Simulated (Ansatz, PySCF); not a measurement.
This PySCF input computes a r2SCAN/def2-TZVPD energy:

```python
from pyscf import gto, scf, dft

mol = gto.M(
    atom='''
    O    -0.00000000   -0.00000000   -0.10780207
    H     0.00000000    0.00000000    0.86241659
    ''',
    basis='def2-tzvpd',
    charge=-1,
    spin=0,
    verbose=4,
)

mf = dft.RKS(mol, xc='r2scan').density_fit(auxbasis='def2-universal-jkfit')
mf.grids.level = 4
mf.conv_tol = 1e-9
mf.max_cycle = 100
mf.max_memory = 1500
mf.kernel()
if not mf.converged:
    mf = mf.newton()
    mf.kernel(mf.make_rdm1())
mf.analyze()
```

Question: Write an input for the same energy in Ansatz (a first-principles code) and say what it gives.

Answer: 
Ansatz 0.2 input:
```yaml
crystal:
  periodic: [false, false, false]
  atoms:
    - {symbol: O, position_ang: [-0.00000000, -0.00000000, -0.10780207]}
    - {symbol: H, position_ang: [0.00000000, 0.00000000, 0.86241659]}
basis:
  gaussian:
    orbitals: def2-TZVPD
hamiltonian:
  xc: {name: r2SCAN}
total_charge: -1
output: {forces: true}
```
It gives -75.79124 Eh, and PySCF -75.79128 Eh, a difference of 0.04 mEh, from the treatment of integrals and grids.

Whether it binds its extra electron was not tested at this geometry.
